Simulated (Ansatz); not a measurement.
Z-matrix (Å, degrees):
```
C
C 1 1.516
H 1 1.091 2 110.5
H 1 1.091 2 110.5 3 -119.2
H 1 1.089 2 109.0 3 120.4
O 2 1.400 1 106.9 3 59.6
O 2 1.392 1 112.6 3 -62.6
O 2 1.392 1 112.6 3 -178.3
H 6 0.965 2 106.1 1 179.9
H 7 0.961 2 107.1 1 59.5
H 8 0.961 2 107.1 1 -59.2
```

The species carries charge 0 and has multiplicity 1.

Q: List the PBE0/def2-TZVPP orbital energies in eV (Ansatz). (Estimate.)

A: The calculation gave: Occupied: -522.92, -522.92, -522.91, -282.35, -278.12, -31.07, -28.36, -28.22, -21.00, -17.96, -16.22, -14.15, -13.42, -12.37, -12.32, -11.19, -11.06, -9.84, -9.63, -8.52, -8.31. Lowest empty: 0.70, 1.91, 1.97, 2.58, 3.30, 3.58, 4.45, 5.48.
